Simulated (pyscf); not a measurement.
Single points on ωB97X-D3(BJ)/def2-SVP structures (PySCF, gas phase). MP2 and CC: frozen core, UHF for open shells. ΔMP2 is the change of the MP2 total energy from the triple- to the quadruple-zeta basis.

**Question.** What is the homolytic dissociation enthalpy (298 K, CCSD(T)/def2-TZVPP + ΔMP2(QZVPP)) of the Al–P bond of `[PH2][AlH][PH2]`, to PH₂• + [HAl–PH₂]•?

**Answer.** Al–P to PH₂• + [HAl–PH₂]•: 70.0 kcal/mol. The radicals are drawn with the spin at the cut bond; how far it spreads was not checked. Other isomers of [HAl–PH₂]• were not searched in full and may lie lower. The CCSD(T) − MP2 part came from Ansatz, without density fitting, on the same reference.
